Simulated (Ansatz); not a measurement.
For InSe (R3m, No. 160), LDA in Ansatz (plane waves, PAW) gives:

| Quantity | Result |
|---|---|
| lattice parameter a | 3.973 Å |
| lattice parameter c | 24.397 Å |
| bulk modulus B0 | 28.7 GPa |
| cohesive energy | 3.78 eV/atom |
| band gap | 0.20 eV |

### Question
What does r²SCAN (Ansatz, a quantum-chemistry and plane-wave program, plane waves, PAW) give for the same quantities?

### Answer

- lattice constant a: 4.044 Å (increases by 1.8 %)
- lattice parameter c: 26.079 Å (increases by 6.9 %)
- bulk modulus: 14.4 GPa (shrinks by 50 %)
- cohesive energy: 3.14 eV/atom (drops by 0.64 eV/atom)
- band gap: 0.93 eV (grows by 0.73 eV)

Changes are worked out from the printed values.

Unless a cell is named, each level is at its own relaxed cell (LDA 27.79, r²SCAN 30.77 Å³/atom).

Levels without +SOC leave out spin–orbit coupling, which shifts energies and cells of such heavy elements.

Spin–orbit coupling is included only where a level's name says +SOC; with heavier elements it mostly lowers gaps and can invert bands. Density-functional gaps are differences of (generalised) Kohn–Sham levels.

Caveats: LDA has no dispersion term either, though it tends to give short spacings of layers, chains or molecules (LDA); for a layered or molecular solid the relaxed cell lies over 5 % above the published volume, where the minimum can be shallow (r²SCAN); the bulk modulus is −V dP/dV from two relaxed cells at ±2 % in volume (LDA, r²SCAN); the cell comes from a level without a dispersion term, which matters for the spacing of layers, chains or molecules (r²SCAN). Ansatz's density-functional and Hartree–Fock values are scalar-relativistic unless marked +SOC, with PAW data made under PBE.
